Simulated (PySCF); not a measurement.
**CCl3: from structure and modes to constants**

These are results of UPBE0 in PySCF with C def2-TZVP, Cl def2-TZVP; no relativity; density-fitted integrals, not measurements.

The doublet minimum has C3v symmetry. Masses (u): C 12.00000, Cl 34.96885.

```xyz
4
charge 0 multiplicity 2, angstrom
C     0.0000    0.0000   -0.2505
Cl    1.6774    0.0000    0.0287
Cl   -0.8387    1.4527    0.0287
Cl   -0.8387   -1.4527    0.0287
```

Harmonic wavenumbers (cm⁻¹): 275.5 (e, ×2), 311.9 (a1, ×1), 503.8 (a1, ×1), 925.4 (e, ×2).

(1) Find the principal moments of inertia and the rotational constants. What kind of rotor is it?

(2) What is the harmonic zero-point energy?

(3) Give the standard entropy (298.15 K, 1 bar) by its translational, rotational, vibrational and spin parts, and Cp.

Answers

(1) About the centre of mass I = 148.43, 148.43, 295.18 u Å². With B = 16.8576/I this gives 0.1136, 0.1136, 0.05711 cm⁻¹. The molecule is an oblate symmetric top.

(2) Half the sum of all 6 wavenumbers, 3217/2 = 1609 cm⁻¹, which is 19.2 kJ/mol (1 cm⁻¹ = 0.0119627 kJ/mol).

(3) Sackur–Tetrode with M = 116.91 u gives 168.2; rotation with symmetry number 3 gives 104.6; vibration 22.5; spin R ln 2 = 5.8. The total is 301.1 J/(mol K), and Cp = 4 R + 30.4 = 63.6 J/(mol K).

Only a few start shapes were tried, so a lower isomer may exist.
